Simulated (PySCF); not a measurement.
Compound: 2,2-dichloroethanol, C₂H₄Cl₂O.
SMILES: `OCC(Cl)Cl`

The closed-shell SCF was solved with PySCF and density fitting under several settings on one GFN2-xTB geometry (grid level 2 and gas phase unless stated).

| settings | basis functions | SCF cycles | E (Eh) | HOMO (eV) | LUMO (eV) | dipole (D) |
| --- | --- | --- | --- | --- | --- | --- |
| PBE0/pcSseg-1 | 119 | 13 | -1073.7036 | -8.45 | -0.10 | 0.45 |
| B97-2/pcSseg-1 | 119 | 13 | -1074.1939 | -8.18 | -0.18 | 0.47 |

**Question.** Estimate the rows for these settings: (1) BLYP/def2-TZVPP; (2) CAM-B3LYP/3-21G, grid level 4, start guess vsap.

**Answer.** 
```tsv
settings	basis functions	SCF cycles	E (Eh)	HOMO (eV)	LUMO (eV)	dipole (D)
BLYP/def2-TZVPP	233	15	-1074.2687	-6.71	-1.10	0.34
CAM-B3LYP/3-21G, grid level 4, start guess vsap	61	10	-1068.8814	-9.36	1.30	0.77
```

**Question.** Over all rows, what range does the HOMO–LUMO gap span?

**Answer.** From 5.61 eV (BLYP/def2-TZVPP) to 10.66 eV (CAM-B3LYP/3-21G, grid level 4, start guess vsap). The functional of the narrowest has no exact exchange, that of the widest range-separated exact exchange.

Cycle counts include a coarse-grid stage where the run had one.

The values belong to the conformer `[OH:1][CH2:2][CH:3]([Cl:4])[Cl:5]`: O1–C2–C3–Cl4 175°, H–O1–C2–C3 60°.
